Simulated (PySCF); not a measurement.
Gas-phase reaction: 2 AlO + 6 HCl + AlCl → 2 AlCl3.H2O + AlH2Cl

Computed with PySCF and rigid-rotor harmonic-oscillator thermochemistry at 1 bar. † marks an energy on the PBE0/def2-TZVP geometry and frequencies; other levels use their own. 6-31G* has spherical d functions here. Open shells (unrestricted): AlO (multiplicity 2); the rest are closed-shell singlets. B3LYP is the form with VWN-RPA correlation. Adducts (AlCl3.H2O) have no counterpoise correction, and HF, PBE, BLYP, B3LYP and PBE0 lack dispersion. AlCl3.H2O, AlH2Cl: computed as isolated molecules; such fragments, hydroxides, amides, oligomers or adducts are transient or little studied in the gas. The harmonic model lacks anharmonicity and excited electronic states, which grow with temperature; levels with a mode under 35 cm⁻¹ are left out. Soft modes under 120 cm⁻¹ make the harmonic entropy rough for AlCl3.H2O.

```json
[
 {"level": "B3LYP/6-31G*", "ΔE electronic, kJ": "-1546", "ΔH°(298 K), kJ": "-1490", "ΔS°(298 K), J/K": "-782", "ΔG°(2000 K), kJ": "1"},
 {"level": "BLYP/def2-TZVP†", "ΔE electronic, kJ": "-1360", "ΔH°(298 K), kJ": "-1305", "ΔS°(298 K), J/K": "-777", "ΔG°(2000 K), kJ": "174"},
 {"level": "PBE/def2-SVP", "ΔE electronic, kJ": "-1576", "ΔH°(298 K), kJ": "-1524", "ΔS°(298 K), J/K": "-783", "ΔG°(2000 K), kJ": "-35"},
 {"level": "PBE/def2-TZVP†", "ΔE electronic, kJ": "-1467", "ΔH°(298 K), kJ": "-1412", "ΔS°(298 K), J/K": "-777", "ΔG°(2000 K), kJ": "68"},
 {"level": "PBE0/def2-QZVP†", "ΔE electronic, kJ": "-1575", "ΔH°(298 K), kJ": "-1520", "ΔS°(298 K), J/K": "-777", "ΔG°(2000 K), kJ": "-41"},
 {"level": "LDA/def2-TZVP†", "ΔE electronic, kJ": "-1641", "ΔH°(298 K), kJ": "-1586", "ΔS°(298 K), J/K": "-777", "ΔG°(2000 K), kJ": "-106"},
 {"level": "ωB97M-V/def2-TZVP†", "ΔE electronic, kJ": "-1618", "ΔH°(298 K), kJ": "-1563", "ΔS°(298 K), J/K": "-777", "ΔG°(2000 K), kJ": "-83"},
 {"level": "ωB97X-V/def2-TZVP†", "ΔE electronic, kJ": "-1653", "ΔH°(298 K), kJ": "-1598", "ΔS°(298 K), J/K": "-777", "ΔG°(2000 K), kJ": "-119"}
]
```
ΔH° is lowest at ωB97X-V/def2-TZVP† and highest at BLYP/def2-TZVP†. No reference value is set beside these.
